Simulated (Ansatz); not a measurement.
## A ladder of methods for [CF3]+ (SMILES F[C+](F)F)

[CF3]+: 4 atoms, total charge +1, spin state singlet. SMILES: `F[C+](F)F`. The coordinates come from a PBE0-D4/def2-TZVP relaxation.

Quantity: the vertical electron affinity (to the doublet neutral), in eV. The values are calculated.

The electron affinity is E(neutral) − E(anion): positive where the electron is bound.

| level | kind | program | value (eV) | less FCI/STO-3G |
| --- | --- | --- | --- | --- |
| SVWN5/STO-3G | LDA | Ansatz | 3.51 | +0.38 |
| BLYP/STO-3G | GGA | Ansatz | 3.47 | +0.34 |
| revPBE/STO-3G | GGA | Ansatz | 3.51 | +0.38 |
| CAM-B3LYP/STO-3G | range-separated hybrid | Ansatz | 4.33 | +1.20 |
| wB97M-V/STO-3G | range-separated hybrid | Ansatz | 3.98 | +0.85 |
| BCCD(T)/STO-3G | coupled cluster or CI | Ansatz | 3.13 | 0.00 |
| CCSDT/STO-3G | coupled cluster or CI | Ansatz | 3.13 | 0.00 |
| FCI/STO-3G | exact in the basis | Ansatz | 3.13 | 0.00 |

FCI/STO-3G is exact within its basis and frozen core, so for wave-function methods in that basis the difference is their error; functionals converge differently with the basis, so for them it is only a difference. The values span 3.13 to 4.33 eV. All rows use very small basis sets, so none should be taken for the real molecule's value.
